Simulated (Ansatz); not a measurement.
## C2H2N (SMILES [CH2]C#N): where methods fail along a bond

C2H2N has 5 atoms, charge 0, and is taken as a doublet. As SMILES, `[CH2]C#N`. The coordinates come from a PBE0-D4/def2-TZVP relaxation.

```xyz
5

C    -0.3039    0.3420   -0.3174
C     0.4581   -0.5240    0.4331
N     1.1030   -1.2569    1.0683
H    -1.1571   -0.0271   -0.8696
H    -0.0502    1.3923   -0.3556
```

The C1–H5 distance is scanned; the parts on either side stay rigid. Basis STO-3G, 3 core orbitals frozen in the correlated methods; program Ansatz 0.2.0. FCI is exact within this basis and core. Energies in eV from each method's value at 1.081 Å; open shells run as named. The shape above is that at 1.081 Å.

```
distance (Å)  USVWN5  UB2PLYP  UCCSD  UCCSDT  UCCSDT(Q)   FCI
       1.081    0.00     0.00   0.00    0.00       0.00  0.00
       1.352    0.84     0.92   0.80    0.79       0.79  0.79
       1.622    2.49     2.70   2.41    2.36       2.35  2.35
       2.162    5.34     5.12   4.63    4.52       4.50  4.48
       2.703    6.30     5.57   5.04    5.03       5.03  5.01
```

Departure from the FCI curve at its largest: USVWN5 +1.30 eV at 2.70 Å; UB2PLYP +0.63 eV at 2.16 Å; UCCSD +0.14 eV at 2.16 Å; UCCSDT +0.03 eV at 2.16 Å; UCCSDT(Q) +0.02 eV at 2.70 Å. For the functionals part of the departure is owed to the small basis.
